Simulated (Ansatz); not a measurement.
Basis-set extrapolation for `OC1=COC1` (PBE0-D4/def2-TZVP geometry, frozen core, the Gaussian-basis code of Ansatz). Multiplicity 1, RHF reference.

```csv
,def2-TZVPP,def2-QZVPP
HF,-265.670869,-265.682933
MP2 correlation,-0.949323,-1.018254
CCSD(T) correlation,-1.010158,not run
```

Energies in hartree. Use E(X) = E(∞) + A·exp(−7.88·√X) for Hartree–Fock and E(X) = E(∞) + B·X^(−2.97) for correlation, with X = 3 and 4, and add CCSD(T) minus MP2 of the smaller set to the MP2 limit.

Task: What is the CCSD(T) energy at the basis-set limit?

Result: HF limit: -265.682933 + (-0.012064) × 0.13774 = -265.68459. MP2 limit: -1.018254 + (-0.068931) × 0.74074 = -1.06931. Higher-order term: -1.010158 − (-0.949323) = -0.06083. Total: -266.81473 hartree, 351.0 kJ/mol below CCSD(T)/def2-TZVPP.
